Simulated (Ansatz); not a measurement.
System (SMILES): [O+]#[Si-] (O-Si).
Atoms: Si1, O2. Bonds: Si1-O2.

Basis-set convergence of the optimised Si1-O2 bond length at HF with Ansatz (a program for electronic structure). Cartesian d functions, on some or all atoms, in 6-31G**, 6-311G**; all else is spherical. The program fits the integrals of some runs and decomposes those of others, by size. The T1 diagnostic of CCSD is high for at least one species. No added dispersion term, no relativity. Reference: the value in pcseg-4, 1.4753 Å, itself unsure by roughly 0.0008 Å (its mean distance from aug-pcseg-3, aug-cc-pV(Q+d)Z, cc-pV(5+d)Z). Deviations are taken from unrounded values.

| basis | functions | optimised Si1-O2 bond length (Å) | minus reference (Å) |
|---|---|---|---|
| STO-3G | 14 | 1.4745 | -0.0008 |
| 6-31G | 22 | 1.5545 | 0.0792 |
| def2-SVP | 32 | 1.4918 | 0.0165 |
| 6-31G** | 34 | 1.4870 | 0.0116 |
| 6-311G** | 45 | 1.4825 | 0.0072 |
| 6-311++G(2d,2p) | 62 | 1.4801 | 0.0048 |
| cc-pV(T+d)Z | 69 | 1.4772 | 0.0019 |
| def2-TZVPP | 73 | 1.4788 | 0.0035 |
| jun-cc-pV(T+d)Z | 87 | 1.4786 | 0.0033 |
| cc-pV(Q+d)Z | 119 | 1.4767 | 0.0014 |
| def2-QZVPP | 127 | 1.4767 | 0.0014 |
| def2-QZVPPD | 142 | 1.4768 | 0.0015 |
| aug-pcseg-3 | 174 | 1.4759 | 0.0005 |
